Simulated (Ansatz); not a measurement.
This geometry of BClH4O (7 atoms, charge 0, multiplicity 1) is a first-order saddle point.

Computed with RKS PBE0-D4/def2-SVP (Ansatz 0.2.0).

```xyz
7
Properties=species:S:1:pos:R:3
B 0.071 -0.324 -0.084
Cl -0.075 0.195 2.075
H 1.140 0.142 -0.373
H -0.964 0.046 -0.578
O 0.124 -1.739 0.338
H -0.724 -2.177 0.194
H 0.078 -1.173 1.518
```

Which two structures does it join? (They come from a converged band through this point; their orientation in space is the band's.)

Bonds broken: B1–Cl2, O5–H7. Bonds formed: Cl2–H7. BClH4O becomes BH3O + ClH.

First end point:

```xyz
7
Properties=species:S:1:pos:R:3
B 0.016 -0.099 0.133
Cl -0.381 0.514 1.826
H 1.152 0.134 -0.209
H -0.874 0.082 -0.667
O 0.013 -1.737 0.321
H -0.875 -1.990 0.618
H 0.599 -1.934 1.069
```

Last end point:

```xyz
7
Properties=species:S:1:pos:R:3
B -0.092 -0.372 -0.623
Cl 0.754 -0.511 3.221
H 0.582 0.580 -0.315
H -0.497 -0.567 -1.747
O -0.394 -1.247 0.365
H -0.935 -1.994 0.085
H 0.232 -0.919 2.104
```

How far does it lie above each of them?

71.8 kJ/mol above the first and 68.5 kJ/mol above the second. This is the barrier of this one path; another mechanism may lie lower. The orbitals stay closed-shell, which can raise the energy where a bond breaks towards radicals; this wasn't checked here.

Run time: 5 min on 1 thread of Arm Neoverse V2, on a shared host, peak memory 0.12 GiB.
